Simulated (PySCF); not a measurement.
AlB: energy against distance

Set-up: Al def2-SVP, B def2-SVP; no relativity (PySCF 2.14). Energies in eV from Al + B in their ground configurations at the same level. All curves are PBE0. state 1: ³Σ⁻ (triplet), unpaired electrons π ↑↑; state 2: ³Π (triplet), unpaired electrons σ ↑, π ↑, a second solution, started from another occupation; state 3: Ms = 0 determinant of mixed spin (⟨S²⟩ near 1.0), unpaired electrons σ ↓, π ↑, a second solution, started from another occupation; state 4: Ms = 0 determinant of mixed spin (⟨S²⟩ near 1.0), unpaired electrons π ↑↓, a mixture of terms (⟨Lz²⟩ = 2.0), a second solution, started from another occupation.

```
R (Å)  state 1  state 2  state 3  state 4
1.746   -1.490   -0.462   -0.263   -1.087
1.827   -1.870   -1.103   -0.909   -1.496
1.908   -2.079   -1.540   -1.351   -1.734
1.969   -2.151   -1.764   -1.580   -1.827
2.030   -2.170   -1.919   -1.739   -1.865
2.091   -2.146   -2.019   -1.842   -1.860
2.172   -2.069   -2.084   -1.911   -1.803
2.274   -1.922   -2.086   -1.916   -1.678
2.395   -1.705   -2.009   -1.843   -1.482
2.558   -1.392   -1.831   -1.665   -1.189
```

**Question.** Put a parabola through the three lowest points of the state 1 curve and estimate Re, k and ωe (reduced mass 7.819 u; 1 eV/Å² = 0.16022 mdyn/Å; ωe = 1302.8·√(k/μ) cm⁻¹).

**Answer.** Through R = 1.969, 2.03, 2.091 Å the second-order coefficient is 5.78 eV/Å², so Re ≈ 2.026 Å, k ≈ 1.85 mdyn/Å and ωe ≈ 634 cm⁻¹. A polynomial fit of higher order to the unrounded PBE0 energies gives Re = 2.024 Å, k = 1.83 mdyn/Å, ωe = 631 cm⁻¹; anharmonicity and rounding make the difference.

The higher-order fit for each curve: state 1: Re = 2.024 Å, ωe = 631 cm⁻¹, De = 2.17 eV; state 2: Re = 2.223 Å, ωe = 498 cm⁻¹, minimum 2.09 eV below the ground-state fragments; state 3: Re = 2.229 Å, ωe = 498 cm⁻¹, minimum 1.92 eV below the ground-state fragments; state 4: Re = 2.052 Å, ωe = 605 cm⁻¹, minimum 1.87 eV below the ground-state fragments.

The state was picked by a PBE0 search and need not be the measured ground state.
